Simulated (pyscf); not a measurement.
**Concerted two-bond exchange: •O–SeH + hydrogen (H₂) → HO–Se• + hydrogen (H₂)**

Gas phase, doublet surface, charge 0. Bonds broken: Se1–H3, H2–H5. Bonds formed: H2–H3, O4–H5. Optimised with ωB97X-D3(BJ)/def2-SVP in PySCF.

Transition state (Å):

```xyz
5

Se    -0.4772     0.7967     0.7645
H      1.2715     0.1222    -0.9573
H      1.0566     0.5660     0.0542
O     -0.9107     0.1058    -0.7122
H      0.3440    -0.0256    -1.1658
```

One imaginary mode, 1763i cm⁻¹; descent along it reached the two sides named.

```
bond    change  reactant side (Å)  saddle  product side
------  ------  -----------------  ------  ------------
Se1–H3  breaks              1.492   1.706           3.1
H2–H5   breaks              0.763   0.962         2.120
H2–H3    forms                2.7   1.125         0.762
O4–H5    forms              2.365   1.341         0.970
```

Electronic energies relative to the separated reactants (kJ/mol):

| level | barrier | reaction energy | reverse barrier |
|---|---|---|---|
| ωB97X-D3(BJ)/def2-TZVP | 109.2 | -55.8 | 164.9 |
| PBE/def2-TZVP | 68.7 | -38.9 | 107.5 |
| r²SCAN/def2-TZVP | 82.0 | -39.5 | 121.6 |
| B3LYP-D3(BJ)/def2-TZVP | 96.5 | -49.6 | 146.1 |
| PBE0-D3(BJ)/def2-TZVP | 85.5 | -50.6 | 136.0 |
| M06-2X/def2-TZVP | 109.6 | -75.2 | 184.8 |
| ωB97M-D3(BJ)/def2-TZVP | 103.9 | -64.0 | 167.9 |
| HF/def2-TZVP | 215.3 | -69.4 | 284.7 |

With ωB97M-D3(BJ)/def2-TZVP energies and thermal terms (ideal gas, 1 atm, RRHO with modes under 100 cm⁻¹ raised to 100, one conformer, R ln 2 for chiral ones without a mode under 150 cm⁻¹), in kJ/mol:

```tsv
T (K)	ΔH‡	ΔG‡	ΔH	ΔG
298	107.9	144.4	-54.5	-53.8
600	102.7	183.7	-54.7	-53.0
900	101.4	224.6	-55.3	-52.0
1200	102.1	265.6	-56.1	-50.8
```

One saddle was located; it need not be the lowest between these sides. Elements up to Kr have no core potential and no relativistic terms here.
